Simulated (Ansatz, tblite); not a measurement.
Forces on Al2Si at its B3LYP-D4/def2-TZVP geometry. Total charge 0; singlet.

The xTB rows come from tblite. At r2SCAN-D4/def2-TZVP the restricted singlet is unstable: a solution with broken spin symmetry lies lower. At PBE0-D4/def2-TZVP a triplet of charge 0 lies 0.23 eV below the restricted singlet, each at its own geometry. The structure comes from a short search, and lower isomers may exist.

GFN2-xTB (tblite), largest force 1.32 eV/Å:

```xyz
3
positions Å, forces eV/Å
Al    0.581    0.595    1.150    0.297    0.357    1.238
Al    0.433    0.266   -1.326    0.144    0.017   -1.314
Si   -1.014   -0.861    0.175   -0.442   -0.375    0.076
```

r2SCAN-D4/def2-TZVP (Ansatz), largest force 0.31 eV/Å:

```
Al -0.126 -0.130 -0.254
Al -0.093 -0.057 0.292
Si 0.220 0.187 -0.038
```
